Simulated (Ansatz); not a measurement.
The first iterations of a band of CH5N + H4Si (12 atoms, charge 0, multiplicity 1).

Method: RKS B3LYP-D4/6-31G* in Ansatz.

```yaml
movable_images: 9
climbing_image: yes
spring: 5.0 eV/Å²
optimiser: quadratic models (default)
start_path: through a guess of the saddle point
force_threshold: 0.05 eV/Å
iteration_limit: 58
end_points: relaxed
```

First end point:

```xyz
12
Properties=species:S:1:pos:R:3
Si 0.293 0.080 -0.158
H 0.617 0.065 1.291
H 1.597 0.297 -0.866
H -0.570 1.227 -0.541
H -0.222 -1.223 -0.649
N -2.158 -0.268 1.208
H -2.893 -0.503 0.544
C -2.511 0.944 1.953
H -3.460 0.889 2.509
H -1.711 1.167 2.665
H -2.571 1.784 1.255
H -2.079 -1.062 1.841
```

Last end point:

```xyz
12
Properties=species:S:1:pos:R:3
Si -0.457 0.389 -0.496
H -0.363 -1.232 3.589
H 0.300 -0.846 -0.834
H 0.453 1.443 0.029
H -1.046 0.925 -1.765
N -1.589 -0.029 0.751
H -2.026 -0.941 0.677
C -2.444 0.957 1.405
H -2.779 0.587 2.381
H -1.868 1.872 1.586
H -3.335 1.234 0.819
H -0.514 -0.962 2.910
```

| iteration | highest image above the first end (eV) | largest band force component (eV/Å) |
| --- | --- | --- |
| 1 | 5.993 | 12.454 |
| 2 | 3.772 | 5.437 |
| 3 | 2.855 | 2.768 |
| 4 | 2.300 | 1.434 |
| 5 | 2.625 | 1.348 |
| 6 | 2.386 | 1.608 |
| 7 | 2.217 | 1.037 |
| 8 | 2.101 | 0.859 |
| 9 | 1.968 | 0.661 |
| 10 | 1.824 | 1.273 |
| 11 | 1.782 | 1.751 |
| 12 | 1.822 | 1.438 |

Question: Does the band converge within its limit, and where does its top end?

Answer: The forces met the threshold. It ended after 36 iterations with the highest image 1.940 eV above the first end. The profile has 3 maxima (images 3, 5, 9) with wells between them (images 4, 7): this band takes more than one step, which may be the mechanism or a detour left from its start path. Neighbouring images differ by up to 2.0 eV, so the band resolves the path poorly. A vibrational analysis at the climbing image gives one clearly imaginary mode, 1442i cm⁻¹: a first-order saddle point. The orbitals stay closed-shell, which can raise the energy where a bond breaks towards radicals; this wasn't checked here.

Run time: 12 min on 1 thread of Arm Neoverse V2 (shared host), peak memory 0.14 GiB.
